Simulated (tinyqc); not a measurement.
Inside a calculation (part 1 of 2). Method: coupled-perturbed Hartree-Fock on RHF in the sto-3g basis, for H2O, spin multiplicity 1. Computed by tinyqc, a small Python program that keeps every step (integrals from PySCF). Settings: charge = 0, multiplicity = 1, basis = sto-3g, method = RHF, energy threshold = 1e-10, iteration cap = 59, orthogonalisation = symmetric, start = atomic densities, DIIS depth = 6. Command: `OMP_NUM_THREADS=1 python tinyqc.py 24419 24420 out.jsonl` (the two numbers bound the seeds that draw the settings). One thread of a shared host (Intel(R) Xeon(R) Processor @ 2.60GHz), about 0.2 s of CPU time with the checks. The early iterations of the SCF are left out here.

## One-electron integrals

Geometry (angstrom):
```
atom         x          y         z
O     0.000000   0.000000  0.000000
H     0.000000   0.911000  0.680000
H     0.000000  -0.911000  0.680000
```

Basis sto-3g: exponents (1/bohr^2) and contraction coefficients of normalised primitives:
```
element  l (shell)    exponent  coefficient
O            s (1)  130.709320     0.154329
O            s (1)   23.808861     0.535328
O            s (1)    6.443608     0.444635
O            s (2)    5.033151    -0.099967
O            s (2)    1.169596     0.399513
O            s (2)    0.380389     0.700115
O            p (3)    5.033151     0.155916
O            p (3)    1.169596     0.607684
O            p (3)    0.380389     0.391957
H            s (1)    3.425251     0.154329
H            s (1)    0.623914     0.535328
H            s (1)    0.168855     0.444635
```

Overlap, kinetic and nuclear-attraction integrals over the contracted functions; the nuclear repulsion is the sum of Za Zb / Rab.

nuclear repulsion = 7.73837318 hartree

overlap S, order 1O 1s, 1O 2s, 1O 2px, 1O 2py, 1O 2pz, 2H 1s, 3H 1s:
$$\begin{pmatrix}
1.000000 & 0.236704 & 0.000000 & 0.000000 & 0.000000 & 0.035191 & 0.035191 \\
0.236704 & 1.000000 & 0.000000 & 0.000000 & 0.000000 & 0.365058 & 0.365058 \\
0.000000 & 0.000000 & 1.000000 & 0.000000 & 0.000000 & 0.000000 & 0.000000 \\
0.000000 & 0.000000 & 0.000000 & 1.000000 & 0.000000 & 0.261668 & -0.261668 \\
0.000000 & 0.000000 & 0.000000 & 0.000000 & 1.000000 & 0.195317 & 0.195317 \\
0.035191 & 0.365058 & 0.000000 & 0.261668 & 0.195317 & 1.000000 & 0.158558 \\
0.035191 & 0.365058 & 0.000000 & -0.261668 & 0.195317 & 0.158558 & 1.000000
\end{pmatrix}$$

kinetic energy T (hartree), order 1O 1s, 1O 2s, 1O 2px, 1O 2py, 1O 2pz, 2H 1s, 3H 1s:
$$\begin{pmatrix}
29.003200 & -0.168011 & 0.000000 & 0.000000 & 0.000000 & -0.008828 & -0.008828 \\
-0.168011 & 0.808128 & 0.000000 & 0.000000 & 0.000000 & 0.058698 & 0.058698 \\
0.000000 & 0.000000 & 2.528731 & 0.000000 & 0.000000 & 0.000000 & 0.000000 \\
0.000000 & 0.000000 & 0.000000 & 2.528731 & 0.000000 & 0.132708 & -0.132708 \\
0.000000 & 0.000000 & 0.000000 & 0.000000 & 2.528731 & 0.099058 & 0.099058 \\
-0.008828 & 0.058698 & 0.000000 & 0.132708 & 0.099058 & 0.760032 & -0.006785 \\
-0.008828 & 0.058698 & 0.000000 & -0.132708 & 0.099058 & -0.006785 & 0.760032
\end{pmatrix}$$

nuclear attraction V (hartree), order 1O 1s, 1O 2s, 1O 2px, 1O 2py, 1O 2pz, 2H 1s, 3H 1s:
$$\begin{pmatrix}
-61.549447 & -7.403449 & 0.000000 & 0.000000 & -0.013167 & -1.126509 & -1.126509 \\
-7.403449 & -9.979171 & 0.000000 & 0.000000 & -0.161916 & -2.775397 & -2.775397 \\
0.000000 & 0.000000 & -9.850819 & 0.000000 & 0.000000 & 0.000000 & 0.000000 \\
0.000000 & 0.000000 & 0.000000 & -9.957105 & 0.000000 & -1.747507 & 1.747507 \\
-0.013167 & -0.161916 & 0.000000 & 0.000000 & -9.910038 & -1.345235 & -1.345235 \\
-1.126509 & -2.775397 & 0.000000 & -1.747507 & -1.345235 & -5.174002 & -0.915663 \\
-1.126509 & -2.775397 & 0.000000 & 1.747507 & -1.345235 & -0.915663 & -5.174002
\end{pmatrix}$$

core Hamiltonian H = T + V (hartree), order 1O 1s, 1O 2s, 1O 2px, 1O 2py, 1O 2pz, 2H 1s, 3H 1s:
$$\begin{pmatrix}
-32.546247 & -7.571460 & 0.000000 & 0.000000 & -0.013167 & -1.135336 & -1.135336 \\
-7.571460 & -9.171043 & 0.000000 & 0.000000 & -0.161916 & -2.716699 & -2.716699 \\
0.000000 & 0.000000 & -7.322087 & 0.000000 & 0.000000 & 0.000000 & 0.000000 \\
0.000000 & 0.000000 & 0.000000 & -7.428374 & 0.000000 & -1.614798 & 1.614798 \\
-0.013167 & -0.161916 & 0.000000 & 0.000000 & -7.381306 & -1.246177 & -1.246177 \\
-1.135336 & -2.716699 & 0.000000 & -1.614798 & -1.246177 & -4.413970 & -0.922448 \\
-1.135336 & -2.716699 & 0.000000 & 1.614798 & -1.246177 & -0.922448 & -4.413970
\end{pmatrix}$$

## Two-electron integrals

Functions are numbered as in S; the eight-fold symmetry (ij|kl) = (ji|kl) = (kl|ij) leaves the list below.

Two-electron integrals (ij|kl) in chemists' order, unique and non-zero (hartree):
```
(11|11) 4.785065    (21|11) 0.741380    (21|21) 0.136873    (22|11) 1.118947
(22|21) 0.256633    (22|22) 0.817206    (31|31) 0.024477    (32|31) 0.037809
(32|32) 0.180518    (33|11) 1.115814    (33|21) 0.256684    (33|22) 0.817023
(33|33) 0.880159    (41|41) 0.024477    (42|41) 0.037809    (42|42) 0.180518
(43|43) 0.047444    (44|11) 1.115814    (44|21) 0.256684    (44|22) 0.817023
(44|33) 0.785270    (44|44) 0.880159    (51|51) 0.024477    (52|51) 0.037809
(52|52) 0.180518    (53|53) 0.047444    (54|54) 0.047444    (55|11) 1.115814
(55|21) 0.256684    (55|22) 0.817023    (55|33) 0.785270    (55|44) 0.785270
(55|55) 0.880159    (61|11) 0.111517    (61|21) 0.020432    (61|22) 0.038125
(61|33) 0.038050    (61|41) 0.000748    (61|42) 0.001410    (61|44) 0.038198
(61|51) 0.000558    (61|52) 0.001052    (61|54) 0.000110    (61|55) 0.038133
(61|61) 0.003089    (62|11) 0.292930    (62|21) 0.068122    (62|22) 0.242837
(62|33) 0.238551    (62|41) 0.004102    (62|42) 0.032391    (62|44) 0.246653
(62|51) 0.003062    (62|52) 0.024177    (62|54) 0.006047    (62|55) 0.243065
(62|61) 0.010386    (62|62) 0.092132    (63|31) 0.006860    (63|32) 0.040900
(63|43) 0.006589    (63|53) 0.004918    (63|63) 0.012600    (64|11) 0.176440
(64|21) 0.041536    (64|22) 0.158078    (64|33) 0.151041    (64|41) 0.009038
(64|42) 0.060675    (64|44) 0.169197    (64|51) 0.001626    (64|52) 0.014761
(64|54) 0.008634    (64|55) 0.153815    (64|61) 0.006589    (64|62) 0.072904
(64|64) 0.069631    (65|11) 0.131700    (65|21) 0.031004    (65|22) 0.117995
(65|33) 0.112742    (65|41) 0.001626    (65|42) 0.014761    (65|44) 0.116458
(65|51) 0.008073    (65|52) 0.051918    (65|54) 0.009362    (65|55) 0.124648
(65|61) 0.004918    (65|62) 0.054418    (65|64) 0.042570    (65|65) 0.044376
(66|11) 0.456839    (66|21) 0.107943    (66|22) 0.443057    (66|33) 0.425861
(66|41) 0.007847    (66|42) 0.087107    (66|44) 0.458638    (66|51) 0.005857
(66|52) 0.065020    (66|54) 0.024466    (66|55) 0.444123    (66|61) 0.016569
(66|62) 0.219193    (66|64) 0.197945    (66|65) 0.147753    (66|66) 0.774606
(71|11) 0.111517    (71|21) 0.020432    (71|22) 0.038125    (71|33) 0.038050
(71|41) -0.000748   (71|42) -0.001410   (71|44) 0.038198    (71|51) 0.000558
(71|52) 0.001052    (71|54) -0.000110   (71|55) 0.038133    (71|61) 0.003040
(71|62) 0.010048    (71|64) 0.005871    (71|65) 0.004764    (71|66) 0.015897
(71|71) 0.003089    (72|11) 0.292930    (72|21) 0.068122    (72|22) 0.242837
(72|33) 0.238551    (72|41) -0.004102   (72|42) -0.032391   (72|44) 0.246653
(72|51) 0.003062    (72|52) 0.024177    (72|54) -0.006047   (72|55) 0.243065
(72|61) 0.010048    (72|62) 0.072598    (72|64) 0.040063    (72|65) 0.041621
(72|66) 0.138531    (72|71) 0.010386    (72|72) 0.092132    (73|31) 0.006860
(73|32) 0.040900    (73|43) -0.006589   (73|53) 0.004918    (73|63) 0.009540
(73|73) 0.012600    (74|11) -0.176440   (74|21) -0.041536   (74|22) -0.158078
(74|33) -0.151041   (74|41) 0.009038    (74|42) 0.060675    (74|44) -0.169197
(74|51) -0.001626   (74|52) -0.014761   (74|54) 0.008634    (74|55) -0.153815
(74|61) -0.005871   (74|62) -0.040063   (74|64) -0.013076   (74|65) -0.022531
(74|66) -0.070102   (74|71) -0.006589   (74|72) -0.072904   (74|74) 0.069631
(75|11) 0.131700    (75|21) 0.031004    (75|22) 0.117995    (75|33) 0.112742
(75|41) -0.001626   (75|42) -0.014761   (75|44) 0.116458    (75|51) 0.008073
(75|52) 0.051918    (75|54) -0.009362   (75|55) 0.124648    (75|61) 0.004764
(75|62) 0.041621    (75|64) 0.022531    (75|65) 0.033049    (75|66) 0.086403
(75|71) 0.004918    (75|72) 0.054418    (75|74) -0.042570   (75|75) 0.044376
(76|11) 0.091139    (76|21) 0.021397    (76|22) 0.083029    (76|33) 0.081093
(76|44) 0.082796    (76|51) 0.001492    (76|52) 0.014155    (76|55) 0.085105
(76|61) 0.003226    (76|62) 0.031214    (76|64) 0.021535    (76|65) 0.020753
(76|66) 0.077832    (76|71) 0.003226    (76|72) 0.031214    (76|74) -0.021535
(76|75) 0.020753    (76|76) 0.013368    (77|11) 0.456839    (77|21) 0.107943
(77|22) 0.443057    (77|33) 0.425861    (77|41) -0.007847   (77|42) -0.087107
(77|44) 0.458638    (77|51) 0.005857    (77|52) 0.065020    (77|54) -0.024466
(77|55) 0.444123    (77|61) 0.015897    (77|62) 0.138531    (77|64) 0.070102
(77|65) 0.086403    (77|66) 0.288557    (77|71) 0.016569    (77|72) 0.219193
(77|74) -0.197945   (77|75) 0.147753    (77|76) 0.077832    (77|77) 0.774606
```

## Orthogonalisation

S = U s U^T; symmetric (Loewdin) form X = U s^(-1/2) U^T, so that X^T S X = 1.

eigenvalues of S: [0.457124, 0.542270, 0.888161, 1.000000, 1.098507, 1.299172, 1.714766]

X, order 1O 1s, 1O 2s, 1O 2px, 1O 2py, 1O 2pz, 2H 1s, 3H 1s:
$$\begin{pmatrix}
1.023499 & -0.135490 & 0.000000 & 0.000000 & -0.006662 & 0.018294 & 0.018294 \\
-0.135490 & 1.141665 & 0.000000 & 0.000000 & 0.062580 & -0.207636 & -0.207636 \\
0.000000 & 0.000000 & 1.000000 & 0.000000 & 0.000000 & 0.000000 & 0.000000 \\
0.000000 & 0.000000 & 0.000000 & 1.067314 & 0.000000 & -0.166161 & 0.166161 \\
-0.006662 & 0.062580 & 0.000000 & 0.000000 & 1.032706 & -0.108932 & -0.108932 \\
0.018294 & -0.207636 & 0.000000 & -0.166161 & -0.108932 & 1.114020 & -0.053980 \\
0.018294 & -0.207636 & 0.000000 & 0.166161 & -0.108932 & -0.053980 & 1.114020
\end{pmatrix}$$

## Starting guess

The start is atomic minimal-basis densities projected into this basis (PySCF's MINAO start) and scaled to the electron count of each spin; this density is not idempotent, so its energy is not variational and may lie below the converged one.

D at the start, order 1O 1s, 1O 2s, 1O 2px, 1O 2py, 1O 2pz, 2H 1s, 3H 1s:
$$\begin{pmatrix}
2.143647 & -0.492189 & 0.000000 & 0.000000 & 0.014202 & -0.016064 & -0.016064 \\
-0.492189 & 2.092680 & 0.000000 & 0.000000 & -0.071702 & 0.055125 & 0.055125 \\
0.000000 & 0.000000 & 1.308017 & 0.000000 & 0.000000 & 0.000000 & 0.000000 \\
0.000000 & 0.000000 & 0.000000 & 1.184823 & 0.000000 & 0.117102 & -0.117102 \\
0.014202 & -0.071702 & 0.000000 & 0.000000 & 1.247854 & 0.066039 & 0.066039 \\
-0.016064 & 0.055125 & 0.000000 & 0.117102 & 0.066039 & 0.993255 & 0.053861 \\
-0.016064 & 0.055125 & 0.000000 & -0.117102 & 0.066039 & 0.053861 & 0.993255
\end{pmatrix}$$

## Iteration 8 (converged): orbitals

converged F (hartree), order 1O 1s, 1O 2s, 1O 2px, 1O 2py, 1O 2pz, 2H 1s, 3H 1s:
$$\begin{pmatrix}
-20.257075 & -5.163700 & 0.000000 & 0.000000 & -0.024521 & -0.782404 & -0.782404 \\
-5.163700 & -2.402530 & 0.000000 & 0.000000 & -0.062210 & -0.751268 & -0.751268 \\
0.000000 & 0.000000 & -0.386053 & 0.000000 & 0.000000 & 0.000000 & 0.000000 \\
0.000000 & 0.000000 & 0.000000 & -0.216527 & 0.000000 & -0.351893 & 0.351893 \\
-0.024521 & -0.062210 & 0.000000 & 0.000000 & -0.258802 & -0.306839 & -0.306839 \\
-0.782404 & -0.751268 & 0.000000 & -0.351893 & -0.306839 & -0.384350 & -0.216025 \\
-0.782404 & -0.751268 & 0.000000 & 0.351893 & -0.306839 & -0.216025 & -0.384350
\end{pmatrix}$$

Diagonalise F' = X^T F X, C = X C', fill 5 alpha and 5 beta electrons from the bottom; D = 2 C_occ C_occ^T. Each column has its largest component positive (the first on a tie).

F' = X^T F X (hartree):
$$\begin{pmatrix}
-19.883471 & -2.682475 & 0.000000 & 0.000000 & -0.051207 & -0.079203 & -0.079203 \\
-2.682475 & -1.326833 & 0.000000 & 0.000000 & 0.095986 & -0.381209 & -0.381209 \\
0.000000 & 0.000000 & -0.386053 & 0.000000 & 0.000000 & 0.000000 & 0.000000 \\
0.000000 & 0.000000 & 0.000000 & -0.006326 & 0.000000 & -0.387042 & 0.387042 \\
-0.051207 & 0.095986 & 0.000000 & 0.000000 & -0.147677 & -0.286004 & -0.286004 \\
-0.079203 & -0.381209 & 0.000000 & -0.387042 & -0.286004 & -0.027211 & -0.058799 \\
-0.079203 & -0.381209 & 0.000000 & 0.387042 & -0.286004 & -0.058799 & -0.027211
\end{pmatrix}$$

orbital energies (hartree): MO1 -20.265267, MO2 -1.196375, MO3 -0.535057, MO4 -0.426029, MO5 -0.386053, MO6 0.443679, MO7 0.560318

coefficients C, order 1O 1s, 1O 2s, 1O 2px, 1O 2py, 1O 2pz, 2H 1s, 3H 1s:
$$\begin{pmatrix}
0.994495 & -0.240969 & 0.000000 & 0.089566 & 0.000000 & -0.107303 & 0.000000 \\
0.023646 & 0.898379 & 0.000000 & -0.457098 & 0.000000 & 0.628742 & 0.000000 \\
0.000000 & 0.000000 & 0.000000 & 0.000000 & 1.000000 & 0.000000 & 0.000000 \\
0.000000 & 0.000000 & 0.604395 & 0.000000 & 0.000000 & 0.000000 & 0.910541 \\
0.002868 & 0.075092 & 0.000000 & 0.748650 & 0.000000 & 0.726671 & 0.000000 \\
-0.004317 & 0.139575 & 0.454294 & 0.338585 & 0.000000 & -0.694994 & -0.709463 \\
-0.004317 & 0.139575 & -0.454294 & 0.338585 & 0.000000 & -0.694994 & 0.709463
\end{pmatrix}$$

D after iteration 8, order 1O 1s, 1O 2s, 1O 2px, 1O 2py, 1O 2pz, 2H 1s, 3H 1s:
$$\begin{pmatrix}
2.110217 & -0.467813 & 0.000000 & 0.000000 & 0.103623 & -0.015202 & -0.015202 \\
-0.467813 & 2.033163 & 0.000000 & 0.000000 & -0.549355 & -0.058954 & -0.058954 \\
0.000000 & 0.000000 & 2.000000 & 0.000000 & 0.000000 & 0.000000 & 0.000000 \\
0.000000 & 0.000000 & 0.000000 & 0.730586 & 0.000000 & 0.549146 & -0.549146 \\
0.103623 & -0.549355 & 0.000000 & 0.000000 & 1.132247 & 0.527900 & 0.527900 \\
-0.015202 & -0.058954 & 0.000000 & 0.549146 & 0.527900 & 0.681046 & -0.144488 \\
-0.015202 & -0.058954 & 0.000000 & -0.549146 & 0.527900 & -0.144488 & 0.681046
\end{pmatrix}$$

## Convergence

Stop when the energy changes by less than 1e-10 hartree and every element of the error matrix X^T (F D S - S D F) X is below 3e-06.

Course of the cycle:
```
iteration   E (hartree)     change  largest element of the error matrix
1          -75.10182850          -                             9.25e-01
2          -74.87472794   2.27e-01                             2.01e-01
3          -74.92395543  -4.92e-02                             2.61e-02
4          -74.92527715  -1.32e-03                             4.79e-03
5          -74.92530825  -3.11e-05                             8.46e-05
6          -74.92530826  -1.02e-08                             2.27e-05
7          -74.92530826  -2.33e-09                             5.53e-07
8          -74.92530826  -8.53e-13                             8.90e-10
```

PySCF RHF in the same basis = -74.92530826 hartree

Converged in 8 iterations.

## Populations, bond orders and dipole

Mulliken: Z minus the diagonal of D S on the atom; Loewdin: the same with S^(1/2) D S^(1/2); Mayer order: 2 sum_s sum (D(s) S)_ij (D(s) S)_ji over the two atoms.

Charges (e):
```
atom   Mulliken    Loewdin
1O    -0.234238  -0.172725
2H     0.117119   0.086362
3H     0.117119   0.086362
```

Mayer bond orders:
```
pair     order
2-1   0.976453
3-1   0.976453
3-2   0.009830
```

dipole moment about the origin, x y z (debye): [0.000000, 0.000000, 1.472204]

## Integrals over molecular orbitals

(pq|rs) = sum C_ip C_jq C_kr C_ls (ij|kl), one index at a time.

one-electron integrals over orbitals h = C^T H C (hartree):
$$\begin{pmatrix}
-32.529802 & 0.571771 & 0.000000 & -0.199070 & 0.000000 & 0.246853 & 0.000000 \\
0.571771 & -7.546494 & 0.000000 & 0.531909 & 0.000000 & -1.176539 & 0.000000 \\
0.000000 & 0.000000 & -5.928240 & 0.000000 & 0.000000 & 0.000000 & -1.788456 \\
-0.199070 & 0.531909 & 0.000000 & -6.528278 & 0.000000 & -1.350929 & 0.000000 \\
0.000000 & 0.000000 & 0.000000 & 0.000000 & -7.322087 & 0.000000 & 0.000000 \\
0.246853 & -1.176539 & 0.000000 & -1.350929 & 0.000000 & -5.250084 & 0.000000 \\
0.000000 & 0.000000 & -1.788456 & 0.000000 & 0.000000 & 0.000000 & -5.500979
\end{pmatrix}$$

Two-electron integrals over orbitals (pq|rs), unique and non-zero (hartree):
```
(11|11) 4.747074    (21|11) -0.431567   (21|21) 0.061955    (22|11) 1.024396
(22|21) -0.015699   (22|22) 0.724446    (31|31) 0.010420    (32|31) 0.016521
(32|32) 0.127887    (33|11) 0.752163    (33|21) -0.004712   (33|22) 0.608104
(33|33) 0.584749    (41|11) 0.158824    (41|21) -0.021172   (41|22) 0.011669
(41|33) 0.005270    (41|41) 0.023597    (42|11) -0.146936   (42|21) 0.007735
(42|22) -0.028291   (42|33) 0.003896    (42|41) 0.018758    (42|42) 0.130145
(43|31) -0.002252   (43|32) 0.029375    (43|43) 0.056927    (44|11) 0.927775
(44|21) -0.010976   (44|22) 0.659667    (44|33) 0.559433    (44|41) -0.008520
(44|42) -0.092273   (44|44) 0.693654    (51|51) 0.025954    (52|51) 0.033389
(52|52) 0.151672    (53|53) 0.025831    (54|51) -0.011432   (54|52) -0.042698
(54|54) 0.046984    (55|11) 1.115360    (55|21) -0.012231   (55|22) 0.756499
(55|33) 0.595050    (55|41) 0.004469    (55|42) -0.079881   (55|44) 0.686249
(55|55) 0.880159    (61|11) -0.191973   (61|21) 0.029195    (61|22) -0.002538
(61|33) 0.000528    (61|41) 0.003508    (61|42) 0.020629    (61|44) -0.014988
(61|55) -0.005252   (61|61) 0.024894    (62|11) 0.258923    (62|21) -0.006094
(62|22) 0.128130    (62|33) 0.062883    (62|41) 0.018284    (62|42) 0.034656
(62|44) 0.060929    (62|55) 0.137896    (62|61) 0.010126    (62|62) 0.093075
(63|31) 0.002388    (63|32) -0.038349   (63|43) -0.040294   (63|63) 0.077672
(64|11) 0.276156    (64|21) -0.003683   (64|22) 0.132657    (64|33) 0.048552
(64|41) 0.001328    (64|42) -0.048190   (64|44) 0.132844    (64|55) 0.153917
(64|61) -0.001718   (64|62) 0.060237    (64|64) 0.100718    (65|51) 0.012756
(65|52) 0.050201    (65|54) 0.006609    (65|65) 0.033606    (66|11) 0.770916
(66|21) -0.007418   (66|22) 0.586491    (66|33) 0.542401    (66|41) 0.017194
(66|42) 0.046647    (66|44) 0.539827    (66|55) 0.572230    (66|61) 0.008557
(66|62) 0.088905    (66|64) 0.053614    (66|66) 0.574302    (71|31) 0.014193
(71|32) 0.021512    (71|43) -0.003107   (71|63) 0.002744    (71|71) 0.019358
(72|31) 0.014936    (72|32) 0.057090    (72|43) -0.028595   (72|63) 0.028512
(72|71) 0.019481    (72|72) 0.069616    (73|11) 0.372718    (73|21) -0.006932
(73|22) 0.169906    (73|33) 0.088209    (73|41) -0.000173   (73|42) -0.075694
(73|44) 0.141937    (73|55) 0.205340    (73|61) -0.005425   (73|62) 0.067015
(73|64) 0.103663    (73|66) 0.045003    (73|73) 0.160454    (74|31) -0.007847
(74|32) -0.070555   (74|43) -0.015667   (74|63) 0.056732    (74|71) -0.010725
(74|72) -0.017471   (74|74) 0.070571    (75|53) 0.023938    (75|75) 0.025392
(76|31) 0.007377    (76|32) 0.084364    (76|43) 0.064560    (76|63) -0.068778
(76|71) 0.009863    (76|72) -0.002516   (76|74) -0.060445   (76|76) 0.112837
(77|11) 0.836994    (77|21) -0.008949   (77|22) 0.606796    (77|33) 0.576542
(77|41) 0.003550    (77|42) -0.019927   (77|44) 0.575173    (77|55) 0.607839
(77|61) -0.003594   (77|62) 0.060038    (77|64) 0.053760    (77|66) 0.544597
(77|73) 0.098651    (77|77) 0.592822
```

## Response to a field: uncoupled start

dipole integrals <a|z|i> (bohr), order a6, a7:
$$\begin{pmatrix}
0.044736 & -0.022675 & 0.000000 & -0.595664 & 0.000000 \\
0.000000 & 0.000000 & -0.701339 & 0.000000 & 0.000000
\end{pmatrix}$$

Field along z; U_ai = -mu_ai / (e_a - e_i), alpha = -4 sum U_ai mu_ai.

uncoupled U, order a6, a7:
$$\begin{pmatrix}
-0.002160 & 0.013826 & 0.000000 & 0.684902 & 0.000000 \\
0.000000 & 0.000000 & 0.640273 & 0.000000 & 0.000000
\end{pmatrix}$$

uncoupled polarisability = 3.429722 bohr^3

## Coupled step 1

U_ai = -(mu_ai + sum_bj [4 (ai|bj) - (ab|ij) - (aj|bi)] U_bj) / (e_a - e_i); alpha = -4 sum U_ai mu_ai.

U after step 1, order a6, a7:
$$\begin{pmatrix}
-0.000535 & -0.100104 & 0.000000 & 0.653914 & 0.000000 \\
0.000000 & 0.000000 & 0.510459 & 0.000000 & 0.000000
\end{pmatrix}$$

polarisability = 2.981088 bohr^3

## Coupled step 2

As before.

U after step 2, order a6, a7:
$$\begin{pmatrix}
-0.000506 & -0.106670 & 0.000000 & 0.706838 & 0.000000 \\
0.000000 & 0.000000 & 0.523666 & 0.000000 & 0.000000
\end{pmatrix}$$

polarisability = 3.143636 bohr^3
